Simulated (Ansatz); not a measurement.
Candidates: stishovite (SiO2), corundum (α-Al2O3), α-quartz (SiO2), cubic perovskite BaHfO₃, A-type hexagonal La₂O₃, antiferromagnetic (type II) rock-salt NiO. Level: r²SCAN+rVV10 in Ansatz (PAW).

Ansatz's runs of these crystals have no spin polarisation, but for antiferromagnetic (type II) rock-salt NiO.

Density-functional runs with spin start from opposed moments for antiferromagnetic (type II) rock-salt NiO.

Spin–orbit coupling is left out, also for the solids with elements from indium on (cubic perovskite BaHfO3, A-type hexagonal La2O3); its size isn't shown.

Each level is taken at its own relaxed cell. Ansatz's density-functional and Hartree–Fock values are scalar-relativistic unless marked +SOC, with PAW data made under PBE.

Question: Order them by their bulk modulus B0 at this level, smallest first.

Answer: α-quartz (SiO2) (42.7 GPa), A-type hexagonal La₂O₃ (119 GPa), cubic perovskite BaHfO₃ (175 GPa), antiferromagnetic (type II) rock-salt NiO (224 GPa), corundum (α-Al2O3) (259 GPa), stishovite (SiO2) (309 GPa)

Ansatz is a quantum-chemistry and plane-wave program.
